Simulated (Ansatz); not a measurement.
## CH₄S₂, SMILES CSS: the interaction energy of a dimer with the counterpoise correction, step by step

Computed with Ansatz's Python interface.

At the Python prompt:
```pycon
>>> from dataclasses import dataclass
>>> import ansatz as az
>>> @dataclass
... class Options:
...     basis: str = 'cc-pVDZ'
...     level: str = 'mp2'
...
>>> opts = Options()
>>> FIRST = [
...     ('C', (-0.7268, 0.5113, -0.2179)),
...     ('S', (0.4188, 0.3605, 1.1121)),
...     ('S', (1.867, -0.7332, 0.1878)),
...     ('H', (-1.0659, -0.4083, -0.5668)),
...     ('H', (-0.3265, 1.0876, -1.0875)),
...     ('H', (-1.6284, 1.1513, 0.1332)),
...     ('H', (1.4615, -1.9693, 0.4389)),
... ]
>>> SECOND = [
...     ('C', (0.333, -5.2399, -2.8625)),
...     ('S', (-1.0367, -4.9304, -1.7985)),
...     ('S', (-0.4917, -3.1091, -1.0678)),
...     ('H', (1.2427, -5.2548, -2.358)),
...     ('H', (0.4148, -4.5122, -3.7065)),
...     ('H', (0.1693, -6.2544, -3.4007)),
...     ('H', (0.2164, -3.4557, -0.003)),
... ]
>>> def energy(atoms, ghosts=()):
...     molecule = az.Crystal.molecule()
...     for symbol, xyz in atoms:
...         molecule = molecule.atom(symbol, xyz)
...     calc = (
...         molecule.calculation()
...         .basis(gaussian=opts.basis)
...         .correlation(opts.level)
...     )
...     deck = calc.input()
...     if ghosts:
...         deck = deck.set(az.key.basis.gaussian.ghost_atoms, [{'symbol': s, 'position_ang': list(xyz)} for s, xyz in ghosts])
...     return az.Session.from_dict(deck).plan().execute().report['free_energy_ev']
...
>>> # monomers in their own basis and in the basis of the dimer
>>> both = energy(FIRST + SECOND)
>>> alone = energy(FIRST) + energy(SECOND)
>>> ghosted = energy(FIRST, SECOND) + energy(SECOND, FIRST)
>>> print(f'dimer {both:.6f} eV')
dimer -45479.072244 eV
>>> print(f'interaction, uncorrected   {23.060548 * (both - alone):8.3f} kcal/mol')
interaction, uncorrected      0.416 kcal/mol
>>> print(f'interaction, counterpoise  {23.060548 * (both - ghosted):8.3f} kcal/mol')
interaction, counterpoise     2.074 kcal/mol
>>> print(f'basis-set superposition    {23.060548 * (alone - ghosted):8.3f} kcal/mol')
basis-set superposition       1.658 kcal/mol
```

Uncorrected it is 0.416 kcal/mol, with the counterpoise correction 2.074 kcal/mol; the difference, 1.66 kcal/mol, is the superposition error. In this basis both values are repulsive.

Total energies depend on the basis set; only differences at equal settings carry meaning. The dimer is a generated trial pose of unrelaxed monomers, not a minimum, so the figure is no binding energy, and the basis set is small. The whole script took 11 s on 1 thread of Intel(R) Xeon(R) Processor @ 2.30GHz (shared host), peak memory 0.41 GiB.
